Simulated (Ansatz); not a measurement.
A nudged elastic band was laid between two geometries of H + H6OSi2 (10 atoms, charge 0, multiplicity 2).

Computed with UHF/6-31G* in Ansatz 0.2.0.

```
movable images  : 5
climbing image  : yes
spring          : 5.0 eV/Å²
optimiser       : quadratic models (default)
start path      : straight line
force threshold : 0.05 eV/Å
iteration limit : 60
end points      : relaxed
```

First end point:

```xyz
10
Properties=species:S:1:pos:R:3
Si 0.032 0.042 -0.263
H 0.458 0.531 1.061
H 1.228 -0.231 -1.081
H -0.775 1.085 -0.921
O -0.844 -1.319 -0.104
Si -1.779 -2.577 0.331
H -1.679 -2.808 1.785
H -3.186 -2.303 -0.012
H -1.339 -3.791 -0.378
H 0.322 0.535 4.856
```

Last end point:

```xyz
10
Properties=species:S:1:pos:R:3
Si 0.196 0.116 -0.776
H -0.159 -0.117 4.047
H 1.267 -0.038 -1.781
H -0.775 1.133 -1.235
O -0.549 -1.321 -0.557
Si -1.532 -2.445 0.095
H -1.265 -2.581 1.539
H -2.943 -2.058 -0.091
H -1.294 -3.740 -0.564
H -0.507 0.214 4.598
```

(1) Which bonds break or form, and what moves?

(2) What energy profile does the band end with?

(3) What is the geometry of the highest image?

## Answers

(1) Bonds broken: Si1–H2. Bonds formed: H2–H10. H + H6OSi2 becomes H2 + H5OSi2.

(2) The forces met the threshold. The highest image is number 2 of 0 to 6, 74.4 kJ/mol above the first end and 87.8 kJ/mol above the last; the last end lies 13.4 kJ/mol below the first. Another band between the same ends (5 images) ends at a top of the same energy, where a vibrational analysis finds 1 clearly imaginary mode.

```json
{"image": "0", "path coordinate (Å)": "0.00", "energy (kJ/mol)": "0.0", "Si1–H2 (Å)": "1.47", "H2–H10 (Å)": "3.80"}
{"image": "1", "path coordinate (Å)": "2.73", "energy (kJ/mol)": "0.2", "Si1–H2 (Å)": "1.47", "H2–H10 (Å)": "3.85"}
{"image": "2", "path coordinate (Å)": "5.46", "energy (kJ/mol)": "74.4", "Si1–H2 (Å)": "1.74", "H2–H10 (Å)": "0.98"}
{"image": "3", "path coordinate (Å)": "7.22", "energy (kJ/mol)": "-11.0", "Si1–H2 (Å)": "3.34", "H2–H10 (Å)": "0.73"}
{"image": "4", "path coordinate (Å)": "8.98", "energy (kJ/mol)": "-13.2", "Si1–H2 (Å)": "4.72", "H2–H10 (Å)": "0.73"}
{"image": "5", "path coordinate (Å)": "10.73", "energy (kJ/mol)": "-13.1", "Si1–H2 (Å)": "4.53", "H2–H10 (Å)": "0.73"}
{"image": "6", "path coordinate (Å)": "12.49", "energy (kJ/mol)": "-13.4", "Si1–H2 (Å)": "4.84", "H2–H10 (Å)": "0.73"}
```

(3) 
```xyz
10
Properties=species:S:1:pos:R:3:forces:R:3
Si 0.047 0.005 0.189 -0.01 -0.01 -0.04
H -0.306 0.738 1.725 -0.01 0.01 0.04
H 1.459 -0.428 0.216 0.00 0.00 0.00
H -0.145 1.019 -0.863 0.00 0.00 0.00
O -0.935 -1.266 -0.102 0.02 -0.01 0.04
Si -1.637 -2.690 0.291 0.00 0.01 -0.02
H -0.631 -3.620 0.840 0.00 0.00 0.00
H -2.687 -2.475 1.303 0.00 0.00 0.00
H -2.235 -3.278 -0.917 0.00 0.00 0.00
H -0.492 1.159 2.593 0.00 0.00 -0.01
```

Time of the run: 3.9 min on 1 thread of Arm Neoverse V2 (shared host), peak memory 0.17 GiB.
